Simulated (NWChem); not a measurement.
Molecule: oxygen (O$_{2}$, triplet); SMILES O=O

Program: NWChem. Spin-unrestricted. Geometry: optimised at PBE0/def2-SVP, spin-unrestricted. No stability test was run on the SCF state. Total energies compare along this basis series because the functional is fixed.

```tsv
level	basis functions	energy (Ha)	highest occupied level (eV)	lowest empty minus highest occupied level, either spin (eV)
PBE/STO-3G	10	-148.1300	-2.21	2.40
PBE/def2-SVP	28	-150.0648	-6.30	2.32
PBE/def2-SVPD	46	-150.0765	-6.80	2.29
PBE/def2-TZVP	62	-150.2476	-6.57	2.32
PBE/def2-TZVPD	80	-150.2489	-6.65	2.31
PBE/def2-TZVPP	62	-150.2476	-6.57	2.32
PBE/def2-QZVP	114	-150.2558	-6.60	2.32
```
